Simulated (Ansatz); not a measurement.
A run of Ansatz (development build ahead of 0.2.0) on singlet C₄H₆ at this shape:

```yaml
atoms:
  - { symbol: C, position_ang: [0.0000, 0.0000, -2.0611] }
  - { symbol: C, position_ang: [0.0000, 0.0000, -0.6061] }
  - { symbol: C, position_ang: [0.0000, 0.0000, 0.6061] }
  - { symbol: C, position_ang: [0.0000, 0.0000, 2.0611] }
  - { symbol: H, position_ang: [0.0000, -1.0264, -2.4612] }
  - { symbol: H, position_ang: [-0.8889, 0.5132, -2.4612] }
  - { symbol: H, position_ang: [0.8889, 0.5132, -2.4612] }
  - { symbol: H, position_ang: [0.0000, -1.0264, 2.4612] }
  - { symbol: H, position_ang: [0.8889, 0.5132, 2.4612] }
  - { symbol: H, position_ang: [-0.8889, 0.5132, 2.4612] }
```

Its results:

| Item | Value |
| --- | --- |
| Converged | yes |
| Reference energy | -154.96298 hartree |
| Correlation energy | -0.65600 hartree |
| Total energy | -155.61898 hartree |
| Spin squared of the determinant | 0.000 |

(1) Which input gives this output? Name the method, the orbitals and the basis set, and write the input.

## Answers

(1) RHF-MP2 in cc-pVTZ. An unrestricted run that stays on the closed shell gives the same numbers.

```yaml
crystal:
  periodic: [false, false, false]
  atoms:
    - { symbol: C, position_ang: [0.0, 0.0, -2.06113] }
    - { symbol: C, position_ang: [0.0, 0.0, -0.60615] }
    - { symbol: C, position_ang: [0.0, 0.0, 0.60615] }
    - { symbol: C, position_ang: [0.0, 0.0, 2.06113] }
    - { symbol: H, position_ang: [0.0, -1.02641, -2.46121] }
    - { symbol: H, position_ang: [-0.8889, 0.51321, -2.46121] }
    - { symbol: H, position_ang: [0.8889, 0.51321, -2.46121] }
    - { symbol: H, position_ang: [0.0, -1.02641, 2.46121] }
    - { symbol: H, position_ang: [0.8889, 0.51321, 2.46121] }
    - { symbol: H, position_ang: [-0.8889, 0.51321, 2.46121] }
basis:
  gaussian: { orbitals: cc-pVTZ }
hamiltonian:
  xc: hf
correlation:
  method: mp2
  frozen_orbitals: { C: 1, H: 0 }
```
